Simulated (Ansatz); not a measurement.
We consider hcp Ti, described by LDA (Ansatz, a quantum-chemistry and plane-wave program, plane waves, PAW).

Run with plane-wave cutoff 520 eV, 24×24×14 k mesh (along the axes of the cell as run), Fermi–Dirac smearing 0.031 eV (set by the program), no spin polarisation, scalar-relativistic PAW data made under PBE.

Computed at the level's own relaxed cell.

Hill averages of the elastic tensor: K = 127.0 GPa, G = 42.5 GPa. Volume 16.105 Å³/atom, mean atomic mass 47.867 u.

Problem. Work out the density, the sound velocities of a polycrystal and the elastic Debye temperature, and Pugh's ratio at this level.

Solution. ρ = 1.66054 × 47.867/16.105 = 4.935 g/cm³. v_l = √[(K + 4G/3)/ρ] = 6.101 km/s and v_t = √(G/ρ) = 2.935 km/s. The mean follows from 3/v_m³ = 1/v_l³ + 2/v_t³: v_m = 3.300 km/s. Θ_D = (ħ/k_B) v_m (6π²/V)^(1/3) = 76.38 K Å s/km × 3.300 × 1.5435 Å⁻¹ = 389 K, counting all atoms of the cell. K/G = 2.99, to be set beside Pugh's rough bound of 1.75 between brittle and ductile metals.
